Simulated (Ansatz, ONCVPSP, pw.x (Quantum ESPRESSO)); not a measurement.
From atom to crystal: ONCV potential for Ce (Z = 58)

Ce, optimised norm-conserving Vanderbilt (ONCV), made with ONCVPSP 4.0.1.1 (patched build) (PBE, scalar-relativistic). Core [Kr] 4d10, reference 4f1 5s2 5p6 5d1 6s2. Waves: 5s+6s: rc 1.95 bohr, ncon 3, nbas 7, qcut 5.1 1/bohr, 2 projectors; 5p: rc 1.90 bohr, ncon 4, nbas 9, qcut 4.1 1/bohr, 2 projectors, debl 0.9 Ha; 5d: rc 3.70 bohr, ncon 3, nbas 8, qcut 4.9 1/bohr, 2 projectors, debl 3.3 Ha; 4f: rc 1.60 bohr, ncon 5, nbas 10, qcut 12.7 1/bohr, 2 projectors, debl 2.9 Ha. Local part: polynomial inside 1.10 bohr (lpopt 2, dvloc0 0 Ha). Core correction: polynomial model core, fcfact 0.3.

Crystal test: fcc Ce in pw.x 7.5, no spin, 12³ k-points, Fermi–Dirac smearing 0.01 Ry, cutoffs 170/680 Ry. The reference is all-electron LAPW (Ansatz 0.2.0) with the same functional, mesh and smearing; V0 and B0 come from Birch–Murnaghan fits to the pressures at five volumes. Errors are pseudo minus all-electron; Δ is the rms difference of the E(V) curves that follow from these fits, minima aligned, over ±6 % about the mean V0. Mesh and smearing are coarse, so the numbers serve the comparison and aren't converged zero-temperature values; the lattice is a test structure that the element need not adopt. Spin polarisation and strong correlation are left out, which matters for this element.

| V (Å³/atom) | P all-electron (GPa) | P pseudo (GPa) |
| --- | --- | --- |
| 25.761 | 2.03 | 1.91 |
| 26.439 | 1.02 | 0.93 |
| 27.117 | 0.15 | 0.07 |
| 27.795 | -0.61 | -0.68 |
| 28.473 | -1.28 | -1.32 |

All-electron: a0 = 4.776 Å (V0 = 27.24 Å³/atom), B0 = 32.0 GPa.

Pseudopotential: mean pressure error (GPa): -0.08; a0 (Å): 4.773; a0 error (%): -0.08; B0 error (%): -1.1; Δ (meV/atom): 0.5. The largest radius (3.70 bohr) exceeds half the bond length (3.19 bohr), so the spheres overlap, which is one possible source of error among others. The generator flags a localised state at positive energy (s at 25 eV).

**Question.** At the middle volume, how do free energy and pressure move when the wave cutoff is lowered (ecutrho kept at four times it)?

**Answer.**

| cutoff (Ry) | shift of F (meV/atom) | shift of P (GPa) |
| --- | --- | --- |
| 76 | +2352.6 | -30.93 |
| 102 | +378.1 | -13.82 |
| 136 | +31.4 | -1.30 |

The run at the middle volume (72 k-points, 11 iterations) took about 5.6 min on one core of a shared host (Neoverse-N1, 64 threads, 124 GiB, load 53).
